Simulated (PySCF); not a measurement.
# The bond of MgF, level by level

One job finds the state of MgF, follows it along the bond with each method and fits the curves.

Program: PySCF 2.14.0. Level of theory: Mg pcseg-2, F pcseg-2, no relativity. These are calculated values, not measurements.

## Step 1: The job

A driver script around PySCF takes these settings:

| Quantity | Value |
| --- | --- |
| atoms | Mg, F |
| charge | 0 |
| basis | Mg pcseg-2, F pcseg-2 |
| Hamiltonian | no relativity |
| basis functions | 49 |
| electrons treated | 21 |
| masses in u | 23.9850, 18.9984 |
| levels | PBE0, PBE, r²SCAN, M06, r²SCANh, PBEsol, HF, MP2, SCS-MP2, CCSD, CCSD(T) |
| grid | 80 radial by 434 angular points |
| occupations | held fixed by the projection of orbital angular momentum |
| dissociation limit | Mg + F, each in its ground configuration |
| starting distance in angstrom | 1.970 |
| values of 2S to try | 1, 3 |

Command:

```bash
$ OMP_NUM_THREADS=1 python dia.py task.json out
```

The job searches for the state first and then visits each distance with every level. Its results follow level by level.

## Step 2: State search with unrestricted PBE0

Unrestricted PBE0 solutions at 1.970 Å, counted from the lowest. The search isn't exhaustive.

```tsv
2Ms+1	unpaired	term	E (eV)	⟨S²⟩	⟨Lz²⟩	μ (D)
2	σ ↑	²Σ⁺	0.00	0.75	0.00	-4.23
2	π ↑	²Π	3.47	0.75	1.00	-6.21
2	π ↑	²Π	5.09	0.75	1.00	2.54
4	σ ↑, π ↑↑	not assigned	7.06	3.75	2.00	1.98
4	σ ↑, π ↑↑	not assigned	7.16	3.75	2.00	2.05
4	σ ↑↑, π ↑	⁴Π	7.75	3.75	1.00	1.98
4	σ ↑↑, π ↑	⁴Π	8.16	3.75	1.00	1.02
4	σ ↑↑↑	⁴Σ⁺	8.83	3.75	0.00	1.22
```

8 of 9 solutions are listed, lowest first.

A term symbol stands only where ⟨S²⟩ and ⟨Lz²⟩ are near those of a pure state. A positive dipole means Mg(−)F(+).

The most promising solutions are followed along the bond (rough minima from three points):

```tsv
2Ms+1	unpaired	R at minimum (Å)	energy at minimum (eV)
2	σ ↑	1.77	0.00
4	σ ↑, π ↑↑	not bracketed	≤ 7.13
```

The search made 9 SCF attempts at the starting distance; with the short scans it took 5.8 s of wall time (1 thread of Arm Neoverse V1, shared host).

## Step 3: First curve: PBE0

State followed: ²Σ⁺ (doublet), unpaired electrons σ ↑. The scan is laid around 1.770 Å.

The SCF at the reference distance, 1.770 Å, printed:

```text
******** <class 'pyscf.dft.uks_symm.SymAdaptedUKS'> ********
method = SymAdaptedUKS
initial guess = minao
damping factor = 0
level_shift factor = 0
DIIS = <class 'pyscf.scf.diis.CDIIS'>
diis_start_cycle = 1
diis_space = 10
diis_damp = 0
SCF conv_tol = 1e-09
SCF conv_tol_grad = None
SCF max_cycles = 60
direct_scf = False
max_memory 909 MB (current use 243 MB)
number electrons alpha = 11  beta = 10
XC library pyscf.dft.libxc version 7.0.0
    S. Lehtola, C. Steigemann, M. J.T. Oliveira, and M. A.L. Marques.,  SoftwareX 7, 1–5 (2018)
XC functionals = PBE0
    C. Adamo and V. Barone.,  J. Chem. Phys. 110, 6158 (1999)
    M. Ernzerhof and G. E. Scuseria.,  J. Chem. Phys. 110, 5029 (1999)
small_rho_cutoff = 0
Overwritten attributes  get_jk get_k get_hcore get_occ get_j  of <class 'pyscf.dft.uks_symm.SymAdaptedUKS'>
<class 'pyscf.dft.uks_symm.SymAdaptedUKS'> does not have attributes  refdm
Set gradient conv threshold to 3.16228e-05
init E= -299.812152850759
cycle= 1 E= -299.802870080856  delta_E= 0.00928  |g|= 0.00483  |ddm|= 0.0325
cycle= 2 E= -299.802878447747  delta_E= -8.37e-06  |g|= 0.00178  |ddm|= 0.00468
cycle= 3 E= -299.802879161361  delta_E= -7.14e-07  |g|= 0.000686  |ddm|= 0.001
cycle= 4 E= -299.802879261126  delta_E= -9.98e-08  |g|= 0.000415  |ddm|= 0.000492
cycle= 5 E= -299.802879319514  delta_E= -5.84e-08  |g|= 4.8e-05  |ddm|= 0.000242
cycle= 6 E= -299.802879321505  delta_E= -1.99e-09  |g|= 8.61e-06  |ddm|= 7.82e-05
cycle= 7 E= -299.802879321596  delta_E= -9.13e-11  |g|= 2.54e-06  |ddm|= 1.87e-05
Extra cycle  E= -299.802879321597  delta_E= -4.55e-13  |g|= 3.55e-06  |ddm|= 3.22e-06
converged SCF energy = -299.802879321597  <S^2> = 0.75040013  2S+1 = 2.0004001
```

The curve and what changes along it:

```tsv
R (Å)	E (eV)	μ (D)	Mulliken charge of Mg (e)	Mayer bond order	⟨S²⟩	HOMO (eV)	LUMO (eV)
1.5222	0.9039	-2.26	0.64	0.66	0.75	-5.44	-2.33
1.5930	0.3968	-2.54	0.63	0.68	0.75	-5.53	-2.42
1.6638	0.1221	-2.83	0.63	0.68	0.75	-5.63	-2.51
1.7169	0.0261	-3.06	0.63	0.67	0.75	-5.70	-2.59
1.7700	0.0000	-3.30	0.64	0.66	0.75	-5.77	-2.67
1.8231	0.0272	-3.54	0.65	0.64	0.75	-5.85	-2.75
1.8939	0.1243	-3.87	0.66	0.62	0.75	-5.94	-2.86
1.9824	0.3121	-4.28	0.68	0.59	0.75	-6.07	-3.01
2.0886	0.5947	-4.79	0.69	0.55	0.75	-6.21	-3.18
2.2302	1.0139	-5.46	0.71	0.52	0.75	-6.39	-3.42
```

Constants from the curve: Re = 1.767 Å, ωe = 700 cm⁻¹, ωexe = 4.04 cm⁻¹, αe = 0.00455 cm⁻¹, Be = 0.5093 cm⁻¹, De = 4.42 eV, μ = -3.28 D.

Orbitals nearest the gap at 1.770 Å:

```tsv
spin	orbital	ε (eV)	filled	made of
α	σ	-29.60	yes	F s 97 %
β	σ	-29.50	yes	F s 97 %
α	σ	-10.33	yes	F p 88 %
β	σ	-10.08	yes	F p 88 %
α	π	-9.48	yes	F p 96 %
α	π	-9.48	yes	F p 96 %
β	π	-9.46	yes	F p 97 %
β	π	-9.46	yes	F p 97 %
α	σ	-5.77	yes	Mg s 77 %, Mg p 19 %
β	σ	-2.67	no	Mg s 89 %, Mg p 9 %
α	π	-0.77	no	Mg p 100 %
α	π	-0.77	no	Mg p 100 %
β	π	0.37	no	Mg p 100 %
```

Polarisability there: 34.0 bohr³ along the bond, 49.2 across it. Without diffuse functions these come out too small, above all across the bond.

## Step 4: Orbitals, density and potential

Orbitals, density, ELF and potential are computed afterwards from the orbital file.

Frontier orbitals at PBE0 (alpha spin), with the share of their density that lies nearest to each atom:

```tsv
orbital	energy (eV)	lies on
HOMO-1	-9.48	F2 97 %
HOMO	-5.77	Mg1 94 %; F2 6 %
LUMO	-0.77	Mg1 87 %; F2 13 %
```

ELF in a plane through or near 2 of the atoms.

Values, 10 rows by 14 columns:
```
0.01 0.04 0.26 0.49 0.57 0.39 0.07 0.01 0.00 0.00 0.00 0.00 0.00 0.00
0.13 0.61 0.95 0.98 0.98 0.87 0.21 0.03 0.02 0.02 0.01 0.00 0.00 0.00
0.55 0.94 1.00 1.00 0.96 0.72 0.20 0.11 0.13 0.15 0.09 0.03 0.00 0.00
0.91 0.99 1.00 0.98 0.41 0.08 0.05 0.33 0.59 0.61 0.36 0.12 0.01 0.00
0.97 1.00 1.00 0.75 0.39 0.82 0.34 0.47 0.79 0.83 0.68 0.25 0.02 0.00
0.98 1.00 1.00 0.65 0.62 0.75 0.51 0.49 0.41 0.51 0.73 0.29 0.02 0.00
0.95 1.00 1.00 0.91 0.14 0.39 0.08 0.43 0.79 0.80 0.54 0.18 0.02 0.00
0.79 0.98 1.00 0.99 0.83 0.35 0.12 0.21 0.33 0.35 0.20 0.07 0.00 0.00
0.40 0.87 0.99 1.00 0.98 0.81 0.21 0.08 0.08 0.09 0.06 0.01 0.00 0.00
0.03 0.23 0.71 0.87 0.90 0.75 0.16 0.02 0.00 0.00 0.00 0.00 0.00 0.00
```
The map spans 7.0 Å across and 5.2 Å up, centred on the molecule. Atoms in the plane (x, y in Å): Mg1 (-0.9, 0.0), F2 (0.9, 0.0).

log10 of the density (e/Å³) in the same plane.

Ten even steps from '0' (-4.0) to '9' (3.0):
```
0111111111111111000000000000
1111222222222111111100000000
1112222222222222222111000000
1222223333332222222221110000
1222233333333333333222110000
2222333333333333443332211000
2223333344444444444433321000
2223334445554445555543321100
2233344456765556666554322100
2233344467976556798654332100
2233344467976556797654332100
2233344456765556666554322100
2223334445554445555543321100
2223333344444444444433221000
2222333333333333443332211000
1222233333333333333222110000
1222223333332222222221110000
1112222222222222222111000000
1111222222222111111100000000
0111111111111111000000000000
```
The map spans 7.0 Å across and 5.2 Å up, centred on the molecule. Atoms in the plane (x, y in Å): Mg1 (-0.9, 0.0), F2 (0.9, 0.0).

On the surface of density 0.002 e/bohr³ the electrostatic potential runs, from the 1st to the 99th percentile, from -2.28 V near F2 to 2.70 V near Mg1.

The spin density lies nearest to Mg1 94 %.

## Step 5: Excited determinants

State 2: quartet, unpaired electrons σ ↑, π ↑↑, an excited solution.

Output of the SCF at 1.770 Å:

```text
[... 13 set-up lines left out, the same as in an earlier log ...]
max_memory 909 MB (current use 293 MB)
number electrons alpha = 12  beta = 9
[... 7 set-up lines left out, the same as in an earlier log ...]
init E= -299.515425532904
cycle= 1 E= -299.510737292001  delta_E= 0.00469  |g|= 0.00319  |ddm|= 0.0271
cycle= 2 E= -299.510740221066  delta_E= -2.93e-06  |g|= 0.00161  |ddm|= 0.00687
cycle= 3 E= -299.51074083562  delta_E= -6.15e-07  |g|= 0.00047  |ddm|= 0.000894
cycle= 4 E= -299.510740898612  delta_E= -6.3e-08  |g|= 2.18e-05  |ddm|= 0.00025
cycle= 5 E= -299.510740898975  delta_E= -3.63e-10  |g|= 3.28e-06  |ddm|= 7.69e-05
Extra cycle  E= -299.510740898979  delta_E= -4.55e-12  |g|= 2.52e-06  |ddm|= 6.59e-06
converged SCF energy = -299.510740898979  <S^2> = 3.7517177  2S+1 = 4.0008587
```

No constants are quoted: no minimum is bracketed among the points kept.

Energy (eV) from the lowest point of the lowest state:

```tsv
R (Å)	lowest	state 2
1.522	0.904	10.064
1.593	0.397	9.199
1.664	0.122	8.576
1.717	0.026	8.225
1.770	0.000	7.949
1.823	0.027	7.733
1.894	0.124	7.515
1.982	0.312	7.324
2.089	0.595	7.176
2.230	1.014	7.061
```

## Step 6: PBE (GGA)

The SCF at the reference distance, 1.770 Å, printed:

```text
[... 13 set-up lines left out, the same as in an earlier log ...]
max_memory 909 MB (current use 259 MB)
[... 3 set-up lines left out, the same as in an earlier log ...]
XC functionals = PBE
    J. P. Perdew, K. Burke, and M. Ernzerhof.,  Phys. Rev. Lett. 77, 3865 (1996)
    J. P. Perdew, K. Burke, and M. Ernzerhof.,  Phys. Rev. Lett. 78, 1396 (1997)
    J. P. Perdew, K. Burke, and M. Ernzerhof.,  Phys. Rev. Lett. 77, 3865 (1996)
    J. P. Perdew, K. Burke, and M. Ernzerhof.,  Phys. Rev. Lett. 78, 1396 (1997)
[... 2 set-up lines left out, the same as in an earlier log ...]
init E= -299.788956693508
cycle= 1 E= -299.789303609654  delta_E= -0.000347  |g|= 0.0601  |ddm|= 0.0954
cycle= 2 E= -299.783090184264  delta_E= 0.00621  |g|= 0.154  |ddm|= 0.114
cycle= 3 E= -299.79065778614  delta_E= -0.00757  |g|= 0.00944  |ddm|= 0.0696
cycle= 4 E= -299.790694536286  delta_E= -3.68e-05  |g|= 0.000249  |ddm|= 0.00702
cycle= 5 E= -299.790694562195  delta_E= -2.59e-08  |g|= 4.62e-05  |ddm|= 0.000294
cycle= 6 E= -299.79069456291  delta_E= -7.15e-10  |g|= 7.86e-06  |ddm|= 3.21e-05
Extra cycle  E= -299.790694562828  delta_E= 8.17e-11  |g|= 1.83e-05  |ddm|= 1.25e-05
converged SCF energy = -299.790694562828  <S^2> = 0.75043218  2S+1 = 2.0004321
```

Re = 1.788 Å, ωe = 668 cm⁻¹, ωexe = 4.09 cm⁻¹, αe = 0.00462 cm⁻¹, Be = 0.4976 cm⁻¹, De = 4.64 eV, μ = -3.23 D. 5.8 s of CPU time for 12 points, integrals apart.

## Step 7: r²SCAN

Output of the SCF at 1.770 Å:

```text
[... 17 set-up lines left out, the same as in an earlier log ...]
XC functionals = R2SCAN
    J. W. Furness, A. D. Kaplan, J. Ning, J. P. Perdew, and J. Sun.,  J. Phys. Chem. Lett. 11, 8208-8215 (2020)
    J. W. Furness, A. D. Kaplan, J. Ning, J. P. Perdew, and J. Sun.,  J. Phys. Chem. Lett. 11, 9248-9248 (2020)
    J. W. Furness, A. D. Kaplan, J. Ning, J. P. Perdew, and J. Sun.,  J. Phys. Chem. Lett. 11, 8208-8215 (2020)
    J. W. Furness, A. D. Kaplan, J. Ning, J. P. Perdew, and J. Sun.,  J. Phys. Chem. Lett. 11, 9248-9248 (2020)
[... 2 set-up lines left out, the same as in an earlier log ...]
init E= -299.937561879633
cycle= 1 E= -299.937825352606  delta_E= -0.000263  |g|= 0.00286  |ddm|= 0.0386
cycle= 2 E= -299.937828069307  delta_E= -2.72e-06  |g|= 0.00145  |ddm|= 0.00493
cycle= 3 E= -299.937828198603  delta_E= -1.29e-07  |g|= 0.00108  |ddm|= 0.00109
cycle= 4 E= -299.937828590886  delta_E= -3.92e-07  |g|= 5.21e-05  |ddm|= 0.000587
cycle= 5 E= -299.937828592177  delta_E= -1.29e-09  |g|= 2.35e-05  |ddm|= 7.46e-05
cycle= 6 E= -299.937828592451  delta_E= -2.73e-10  |g|= 2.73e-06  |ddm|= 2.73e-05
Extra cycle  E= -299.937828592457  delta_E= -6.31e-12  |g|= 1.06e-06  |ddm|= 3.64e-06
converged SCF energy = -299.937828592457  <S^2> = 0.75062721  2S+1 = 2.0006271
```

Re = 1.769 Å, ωe = 699 cm⁻¹, ωexe = 4.04 cm⁻¹, αe = 0.00462 cm⁻¹, Be = 0.5084 cm⁻¹, De = 4.73 eV, μ = -3.22 D. 8.7 s of CPU time for 12 points, integrals apart.

## Step 8: M06 (hybrid meta-GGA)

Log of the SCF at 1.770 Å:

```text
[... 13 set-up lines left out, the same as in an earlier log ...]
max_memory 909 MB (current use 269 MB)
[... 3 set-up lines left out, the same as in an earlier log ...]
XC functionals = M06
    Y. Zhao and D. G. Truhlar.,  Theor. Chem. Acc. 120, 215 (2008)
    Y. Zhao and D. G. Truhlar.,  Theor. Chem. Acc. 120, 215 (2008)
[... 2 set-up lines left out, the same as in an earlier log ...]
init E= -299.952767108024
cycle= 1 E= -299.953264664837  delta_E= -0.000498  |g|= 0.0422  |ddm|= 0.0701
cycle= 2 E= -299.952297742901  delta_E= 0.000967  |g|= 0.0713  |ddm|= 0.0488
cycle= 3 E= -299.953802721012  delta_E= -0.0015  |g|= 0.000953  |ddm|= 0.0317
cycle= 4 E= -299.953803243897  delta_E= -5.23e-07  |g|= 0.000323  |ddm|= 0.00181
cycle= 5 E= -299.953803325533  delta_E= -8.16e-08  |g|= 5.47e-05  |ddm|= 0.000667
cycle= 6 E= -299.953803328596  delta_E= -3.06e-09  |g|= 2.07e-05  |ddm|= 0.000111
cycle= 7 E= -299.95380332889  delta_E= -2.95e-10  |g|= 2.32e-06  |ddm|= 2.97e-05
Extra cycle  E= -299.953803328893  delta_E= -2.33e-12  |g|= 2.52e-06  |ddm|= 4.42e-06
converged SCF energy = -299.953803328893  <S^2> = 0.75082039  2S+1 = 2.0008202
```

Re = 1.765 Å, ωe = 700 cm⁻¹, ωexe = 4.10 cm⁻¹, αe = 0.00465 cm⁻¹, Be = 0.5106 cm⁻¹, De = 4.36 eV, μ = -3.43 D.

## Step 9: r²SCANh

Log of the SCF at 1.770 Å:

```text
[... 13 set-up lines left out, the same as in an earlier log ...]
max_memory 909 MB (current use 270 MB)
[... 3 set-up lines left out, the same as in an earlier log ...]
XC functionals = HYB_MGGA_XC_R2SCANH
    M. Bursch, H. Neugebauer, S. Ehlert, and S. Grimme.,  J. Chem. Phys. 156, 134105 (2022)
[... 2 set-up lines left out, the same as in an earlier log ...]
init E= -299.928449596901
cycle= 1 E= -299.928607796218  delta_E= -0.000158  |g|= 0.0119  |ddm|= 0.0375
cycle= 2 E= -299.928514293799  delta_E= 9.35e-05  |g|= 0.0212  |ddm|= 0.0139
cycle= 3 E= -299.928649873306  delta_E= -0.000136  |g|= 0.00058  |ddm|= 0.00947
cycle= 4 E= -299.928649975424  delta_E= -1.02e-07  |g|= 4.69e-05  |ddm|= 0.000521
cycle= 5 E= -299.928649977593  delta_E= -2.17e-09  |g|= 1.26e-05  |ddm|= 0.000104
cycle= 6 E= -299.928649977738  delta_E= -1.44e-10  |g|= 4.15e-06  |ddm|= 2.21e-05
Extra cycle  E= -299.92864997775  delta_E= -1.26e-11  |g|= 1.72e-06  |ddm|= 4.48e-06
converged SCF energy = -299.92864997775  <S^2> = 0.75052302  2S+1 = 2.000523
```

Re = 1.764 Å, ωe = 707 cm⁻¹, ωexe = 4.06 cm⁻¹, αe = 0.00461 cm⁻¹, Be = 0.5112 cm⁻¹, De = 4.63 eV, μ = -3.25 D.

## Step 10: PBEsol (GGA)

The SCF at the reference distance, 1.770 Å, printed:

```text
[... 17 set-up lines left out, the same as in an earlier log ...]
XC functionals = PBEsol
    J. P. Perdew, A. Ruzsinszky, G. I. Csonka, O. A. Vydrov, G. E. Scuseria, L. A. Constantin, X. Zhou, and K. Burke.,  Phys. Rev. Lett. 100, 136406 (2008)
    J. P. Perdew, A. Ruzsinszky, G. I. Csonka, O. A. Vydrov, G. E. Scuseria, L. A. Constantin, X. Zhou, and K. Burke.,  Phys. Rev. Lett. 100, 136406 (2008)
[... 2 set-up lines left out, the same as in an earlier log ...]
init E= -299.059852723306
cycle= 1 E= -299.059215173634  delta_E= 0.000638  |g|= 0.0902  |ddm|= 0.113
cycle= 2 E= -299.046877852704  delta_E= 0.0123  |g|= 0.22  |ddm|= 0.156
cycle= 3 E= -299.062049718114  delta_E= -0.0152  |g|= 0.0101  |ddm|= 0.0989
cycle= 4 E= -299.062091921723  delta_E= -4.22e-05  |g|= 0.000501  |ddm|= 0.00759
cycle= 5 E= -299.062092014358  delta_E= -9.26e-08  |g|= 5.39e-05  |ddm|= 0.000401
cycle= 6 E= -299.062092015198  delta_E= -8.4e-10  |g|= 8.17e-06  |ddm|= 4.59e-05
Extra cycle  E= -299.062092015136  delta_E= 6.24e-11  |g|= 1.74e-05  |ddm|= 1.33e-05
converged SCF energy = -299.062092015136  <S^2> = 0.75053263  2S+1 = 2.0005326
```

Re = 1.778 Å, ωe = 680 cm⁻¹, ωexe = 4.11 cm⁻¹, αe = 0.00463 cm⁻¹, Be = 0.5033 cm⁻¹, De = 4.87 eV, μ = -3.21 D.

## Step 11: UHF

The SCF at the reference distance, 1.770 Å, printed:

```text
******** <class 'pyscf.scf.uhf_symm.SymAdaptedUHF'> ********
method = SymAdaptedUHF
[... 13 set-up lines left out, the same as in an earlier log ...]
Overwritten attributes  get_jk get_k get_hcore get_occ get_j  of <class 'pyscf.scf.uhf_symm.SymAdaptedUHF'>
<class 'pyscf.scf.uhf_symm.SymAdaptedUHF'> does not have attributes  refdm
[... 1 set-up line left out, the same as in an earlier log ...]
init E= -299.124652275645
cycle= 1 E= -299.133723463246  delta_E= -0.00907  |g|= 0.0296  |ddm|= 0.125
cycle= 2 E= -299.134163990416  delta_E= -0.000441  |g|= 0.0125  |ddm|= 0.0323
cycle= 3 E= -299.134252113695  delta_E= -8.81e-05  |g|= 0.00529  |ddm|= 0.0122
cycle= 4 E= -299.134280816739  delta_E= -2.87e-05  |g|= 0.00137  |ddm|= 0.0101
cycle= 5 E= -299.134285440399  delta_E= -4.62e-06  |g|= 0.000439  |ddm|= 0.00552
cycle= 6 E= -299.134285725767  delta_E= -2.85e-07  |g|= 0.000111  |ddm|= 0.00109
cycle= 7 E= -299.134285745789  delta_E= -2e-08  |g|= 4.57e-05  |ddm|= 0.000229
cycle= 8 E= -299.134285750402  delta_E= -4.61e-09  |g|= 1.46e-05  |ddm|= 0.00015
cycle= 9 E= -299.134285750783  delta_E= -3.81e-10  |g|= 3.57e-06  |ddm|= 3.08e-05
Extra cycle  E= -299.134285750798  delta_E= -1.51e-11  |g|= 1.98e-06  |ddm|= 4.99e-06
converged SCF energy = -299.134285750798  <S^2> = 0.75038904  2S+1 = 2.000389
```

Re = 1.748 Å, ωe = 737 cm⁻¹, ωexe = 4.04 cm⁻¹, αe = 0.00449 cm⁻¹, Be = 0.5205 cm⁻¹, De = 3.38 eV, μ = -3.24 D. 1.5 s of CPU time for 12 points, integrals apart.

## Step 12: Correlated methods on the Hartree–Fock reference

Reference: UHF; core orbitals frozen: 2.

Output of the coupled-cluster run at 1.770 Å:

```text
******** <class 'pyscf.cc.uccsd.UCCSD'> ********
CC2 = 0
CCSD nocc = (np.int64(9), np.int64(8)), nmo = (47, 47)
frozen orbitals [[0, 1], [0, 1]]
max_cycle = 80
direct = 0
conv_tol = 1e-07
conv_tol_normt = 1e-05
diis_space = 8
diis_start_cycle = 0
diis_start_energy_diff = 1e+09
max_memory 909 MB (current use 342 MB)
Init t2, MP2 energy = -0.286747617052593
Init E_corr(UCCSD) = -0.286747617055553
cycle = 1  E_corr(UCCSD) = -0.279678712309426  dE = 0.00706890475  norm(t1,t2) = 0.0658404
cycle = 2  E_corr(UCCSD) = -0.28641380897463  dE = -0.00673509667  norm(t1,t2) = 0.0213595
cycle = 3  E_corr(UCCSD) = -0.285998799889658  dE = 0.000415009085  norm(t1,t2) = 0.015424
cycle = 4  E_corr(UCCSD) = -0.286515353701274  dE = -0.000516553812  norm(t1,t2) = 0.00551628
cycle = 5  E_corr(UCCSD) = -0.28662250607582  dE = -0.000107152375  norm(t1,t2) = 0.00168615
cycle = 6  E_corr(UCCSD) = -0.286571567041736  dE = 5.09390341e-05  norm(t1,t2) = 0.000621597
cycle = 7  E_corr(UCCSD) = -0.28655486089469  dE = 1.6706147e-05  norm(t1,t2) = 0.000194109
cycle = 8  E_corr(UCCSD) = -0.286559451558764  dE = -4.59066407e-06  norm(t1,t2) = 8.41206e-05
cycle = 9  E_corr(UCCSD) = -0.286562000384448  dE = -2.54882568e-06  norm(t1,t2) = 3.34813e-05
cycle = 10  E_corr(UCCSD) = -0.286560913911435  dE = 1.08647301e-06  norm(t1,t2) = 1.0456e-05
cycle = 11  E_corr(UCCSD) = -0.286560890628046  dE = 2.32833888e-08  norm(t1,t2) = 4.04528e-06
UCCSD converged
E(UCCSD) = -299.420846641426  E_corr = -0.2865608906280462
UCCSD(T) correction = -0.00768766761962862
```

Correlation energy (eV) along the bond:

```tsv
R (Å)	MP2	SCS-MP2	CCSD	CCSD(T)	T1
1.522	-7.647	-7.412	n/a	n/a	n/a
1.593	-7.692	-7.455	-7.719	-7.916	0.010
1.664	-7.738	-7.499	-7.751	-7.953	0.011
1.717	-7.771	-7.531	-7.775	-7.981	0.011
1.770	-7.803	-7.562	-7.798	-8.007	0.011
1.823	-7.832	-7.590	-7.818	-8.031	0.012
1.894	-7.867	-7.623	-7.843	-8.060	0.012
1.982	-7.904	-7.659	-7.868	-8.091	0.013
2.089	-7.940	-7.694	-7.892	-8.121	0.014
2.230	-7.976	-7.729	n/a	n/a	n/a
```

UHF-MP2: Re = 1.777 Å, ωe = 699 cm⁻¹, ωexe = 3.66 cm⁻¹, αe = 0.00418 cm⁻¹, Be = 0.5037 cm⁻¹, De = 4.95 eV.

UHF-SCS-MP2: Re = 1.775 Å, ωe = 701 cm⁻¹, ωexe = 3.69 cm⁻¹, αe = 0.00420 cm⁻¹, Be = 0.5045 cm⁻¹, De = 4.67 eV.

UHF-CCSD: Re = 1.768 Å, ωe = 710 cm⁻¹, ωexe = 3.73 cm⁻¹, αe = 0.00421 cm⁻¹, Be = 0.5086 cm⁻¹, De = 4.28 eV.

UHF-CCSD(T): Re = 1.772 Å, ωe = 705 cm⁻¹, ωexe = 3.71 cm⁻¹, αe = 0.00421 cm⁻¹, Be = 0.5066 cm⁻¹, De = 4.38 eV.

## Step 13: The curves together

Energy (eV) from each level's lowest point:

```tsv
R (Å)	UHF	UHF-MP2	UHF-SCS-MP2	UHF-CCSD	UHF-CCSD(T)	PBE	PBEsol	r²SCAN	r²SCANh	PBE0	M06
1.522	0.818	0.974	0.967	n/a	n/a	1.006	0.947	0.920	0.894	0.904	0.892
1.593	0.332	0.443	0.438	0.410	0.423	0.468	0.429	0.406	0.388	0.397	0.387
1.664	0.082	0.147	0.144	0.128	0.136	0.164	0.142	0.126	0.116	0.122	0.117
1.717	0.006	0.037	0.036	0.028	0.032	0.046	0.036	0.028	0.023	0.026	0.024
1.770	0.000	0.000	0.000	0.000	0.000	0.000	0.000	0.000	0.000	0.000	0.000
1.823	0.048	0.019	0.020	0.027	0.023	0.008	0.017	0.026	0.030	0.027	0.029
1.894	0.172	0.108	0.111	0.127	0.119	0.080	0.100	0.121	0.132	0.124	0.128
1.982	0.394	0.292	0.297	0.323	0.310	0.238	0.270	0.308	0.326	0.312	0.317
2.089	0.715	0.578	0.583	0.621	0.601	0.487	0.531	0.590	0.616	0.595	0.601
2.230	1.184	1.011	1.017	n/a	n/a	0.864	0.922	1.008	1.043	1.014	1.022
```

The whole job (state search and all levels along the bond) took 2.3 min on 1 thread of Arm Neoverse V1 (shared host), peak memory 0.59 GiB.

## Step 14: What came out

Lowest PBE0 solution found, without spin–orbit coupling: ²Σ⁺ (doublet), unpaired electrons σ ↑. The other levels ran on it alone.

```tsv
level	Re (Å)	ωe (cm⁻¹)	De (eV)	μ (D)
UHF	1.748	737	3.38	-3.24
UHF-MP2	1.777	699	4.95	n/a
UHF-SCS-MP2	1.775	701	4.67	n/a
UHF-CCSD	1.768	710	4.28	n/a
UHF-CCSD(T)	1.772	705	4.38	n/a
PBE	1.788	668	4.64	-3.23
PBEsol	1.778	680	4.87	-3.21
r²SCAN	1.769	699	4.73	-3.22
r²SCANh	1.764	707	4.63	-3.25
PBE0	1.767	700	4.42	-3.28
M06	1.765	700	4.36	-3.43
```

De is counted to Mg + F in their ground configurations. A positive dipole means Mg(−)F(+).

Differences from CCSD(T) in the same basis:

```tsv
level	Re (mÅ)	ωe (%)
UHF	-24	+4.5
UHF-MP2	+5	-0.8
UHF-SCS-MP2	+4	-0.6
UHF-CCSD	-4	+0.8
PBE	+16	-5.2
PBEsol	+6	-3.6
r²SCAN	-3	-0.8
r²SCANh	-8	+0.2
PBE0	-5	-0.8
M06	-7	-0.6
```

Time per point (s) on 1 thread of Arm Neoverse V1, shared host (CPU time, shared integrals of 0.081 s apart; correlated levels include their reference; CCSD comes with the CCSD(T) run); the times are rough: UHF 0.12, UHF-MP2 0.22, UHF-SCS-MP2 0.22, PBE 0.48, PBEsol 0.33, r²SCAN 0.73, r²SCANh 0.78, PBE0 0.77, M06 0.8; the reference 9.6.

The cheapest levels within 10 mÅ and 2.5 % of CCSD(T): UHF-SCS-MP2 (0.22 s), UHF-MP2 (0.22 s). The dearest run takes 9.6 s.

Against CCSD(T) in the same basis, the bond length is nearest at r²SCAN (-3 mÅ) and farthest at UHF (-24 mÅ); the wavenumber is nearest at r²SCANh (+0.2 %) and farthest at PBE (-5.2 %). Hartree–Fock falls on the short and stiff side, its usual fault. PBE gives a bond that is too long and too soft, as GGAs tend to. Among the levels with a De in the table, it runs from 3.38 eV (UHF) to 4.95 eV (UHF-MP2).

Correlated steps freeze 2 core orbitals.
